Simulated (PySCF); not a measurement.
A structure optimised at PBE-D3(BJ)/def2-TZVP, used in a PySCF frequency run:

```xyz
7

C      0.0000     0.0000    -1.2387
C      0.0000     0.0000     0.2144
C      0.0000     0.0000     1.4255
H     -0.8892     0.5134    -1.6342
H      0.0000    -1.0268    -1.6342
H      0.8892     0.5134    -1.6342
H      0.0000     0.0000     2.4957
```

Task: Write its SMILES, formula and point group.

Result: C#CC, C3H4, C3v

Task: What are its rotational constants (standard atomic weights)?

Result: 158.51, 8.5378, 8.5378 GHz
